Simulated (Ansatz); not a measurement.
**HOB⁺, doublet: the ladder up to full CI**

Geometry: that of the HOB, singlet, kept fixed.

| atom | x (Å) | y (Å) | z (Å) |
| --- | --- | --- | --- |
| B | 0.0000 | 0.0000 | 1.1655 |
| O | 0.0000 | 0.0000 | -0.1066 |
| H | 0.0000 | 0.0000 | -1.0588 |

Basis 6-31G; Ansatz 0.2.0. Only valence electrons are correlated (noble-gas cores frozen), which leaves 9 electrons in 18 orbitals. Prefix R: restricted or restricted open-shell reference; prefix U: unrestricted. Active spaces: valence = (9e, 9o) chosen from the atoms' valence shells.

Full CI is exact within this basis and frozen core; it isn't the basis-set limit. The frozen core follows each run's orbitals, which can shift R against U totals by a few meV.

- UHF ⟨S²⟩: 0.765
- T1 diagnostic (RCCSD): 0.0311
- largest doubles amplitude (RCCSD): 0.055
- T1 diagnostic (UCCSD): 0.0254

Problem. From what is known of these methods and the diagnostics, rank them by the size of their error in total energy against full CI in 6-31G, smallest first (an estimate: the text doesn't fix the numbers).
A. RHF
B. UCCSDT
C. RMP2
D. CASSCF (valence space)
E. RCCSD

Solution. B (8 meV), E (166 meV), C (320 meV), D (764 meV), A (4497 meV).

All errors are against full CI in 6-31G. Within each family the higher level lies nearer, as is usual though not guaranteed.

The full-CI state has the irrep A1 of C2v, in the program's axes (one component, if the state is degenerate).

Natural occupations of full CI about the gap: 1.985 1.972 1.952 1.952 0.997 0.042 0.042 0.020 0.019 0.006; effectively unpaired electrons, Σ n²(2−n)², 1.04.
